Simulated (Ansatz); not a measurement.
in.yaml

```yaml
crystal:
  periodic: [false, false, false]
  atoms:
    - {symbol: C, position_ang: [0.000000, 0.000000, 0.180833]}
    - {symbol: Be, position_ang: [0.000000, 0.000000, -1.443367]}
    - {symbol: H, position_ang: [0.000000, 0.000000, 1.262533]}
basis:
  gaussian: {orbitals: 6-31G}
magnetization: {spin_polarized: true, initial_magnetization: 1}
correlation: {method: ccsd_t, electrons: outside_noble_gas}
output: {forces: true}
```

```sh
$ ansatz run in.yaml --threads 1 --pin off --events-out ev --progress --plain --max-ram 2393MiB
```

Output:

```
284 factors; integrals over basis functions are off by at most 2.3e-4 eV
mean field evaluation 1: about -1435.3789 eV, gradient 1.6e1 eV
mean field evaluation 2: about -1435.3795 eV, gradient 1.6e1 eV
mean field evaluation 4: about -1437.8366 eV, gradient 2.2e0 eV
mean field evaluation 8: about -1438.0089 eV, gradient 7.1e-1 eV
mean field evaluation 16: about -1440.5153 eV, gradient 3.0e0 eV
mean field evaluation 32: about -1437.9207 eV, gradient 2.6e-1 eV
mean field evaluation 64: about -1437.9227 eV, gradient 6.7e-2 eV
mean field evaluation 96: about -1437.9225 eV, gradient 6.9e-2 eV
mean field evaluation 128: about -1438.3926 eV, gradient 2.4e-2 eV
mean field evaluation 160: about -1435.6185 eV, gradient 1.4e1 eV
...
mean field evaluation 768: about -1439.9818 eV, gradient 1.2e-2 eV
mean field evaluation 800: about -1437.9619 eV, gradient 6.4e-1 eV
mean field evaluation 832: about -1437.9254 eV, gradient 5.0e-2 eV
mean field evaluation 864: about -1437.9260 eV, gradient 8.3e-2 eV
mean field evaluation 896: about -1437.4887 eV, gradient 8.6e0 eV
mean field evaluation 928: about -1432.3977 eV, gradient 9.3e-1 eV
mean field evaluation 960: about -1434.1290 eV, gradient 6.4e-1 eV
mean field -1440.68250090 eV, -52.9441053785 hartree, gradient 9.9e-7 eV, S^2 1.767157; 11 other end points of the search recorded, 0 dependent functions left out
determinant -1440.68250090 eV, -52.9441053785 hartree, with singles and doubles -1442.65230204 eV, -53.0164942352 hartree
determinant -1439.98178971 eV, -52.9183547170 hartree, with singles and doubles -1442.40871548 eV, -53.0075425943 hartree
determinant -1438.71343898 eV, -52.8717436874 hartree, with singles and doubles -1441.18651311 eV, -52.9626274854 hartree
determinant -1438.39262896 eV, -52.8599541368 hartree, with singles and doubles -1441.38292818 eV, -52.9698456060 hartree
determinant -1440.68250090 eV, -52.9441053785 hartree, with singles and doubles -1442.72094876 eV, -53.0190169556 hartree
determinant -1439.98178971 eV, -52.9183547170 hartree, with singles and doubles -1442.55592561 eV, -53.0129524668 hartree
2 core orbitals not correlated: weight in the atoms' cores, before any rotation towards them, 1.000 or more for the frozen orbitals, at most 0.000 for the correlated occupied ones
reference -1440.68250090 eV, -52.9441053785 hartree; 4, 3 occupied and 14, 15 virtual orbitals, 284 factors
second order -1.53452024 eV of doubles, -0.00000000 eV of singles
cycle   1  -2.03844901 eV  change   -1.2e-6 eV  update   1.6e-6
cycle   2  -2.03845084 eV  change   -1.8e-6 eV  update   1.2e-6
cycle   3  -2.03845164 eV  change   -8.0e-7 eV  update   8.0e-7
perturbative correction -0.07841445 eV, -0.0028816778 hartree
WARN: the results are in doubt because among natural orbitals full CI differs from the method by +0.261 eV
the calculation of the forces begins
Total energy: -1442.79936699 eV, -53.0218987722 hartree
Atom 0 at     0.000000     0.000000     0.180833 Å, force    -0.000000    -0.000000     0.049653 eV/Å
Atom 1 at     0.000000     0.000000    -1.443367 Å, force    -0.000000     0.000000    -0.507982 eV/Å
Atom 2 at     0.000000     0.000000     1.262533 Å, force    -0.000000     0.000000     0.458328 eV/Å
Dipole moment:    -0.000000    -0.000000     0.188553 e Å
In doubt: among natural orbitals full CI differs from the method by +0.261 eV
```

Forces (eV/Å):
```
C    0.000  0.000  0.050
Be   0.000  0.000 -0.508
H    0.000  0.000  0.458
```

The determinant's ⟨S²⟩ is 1.77 against 0.75 for a pure state.

For the same geometry and basis full CI lies 219.1 meV higher. By full CI's occupations no single determinant describes the state well. The program flagged this run's energy as in doubt.

Ran on 1 thread of AMD EPYC 7B13, shared host: 2.2 s wall, 0.1 GiB peak host memory.
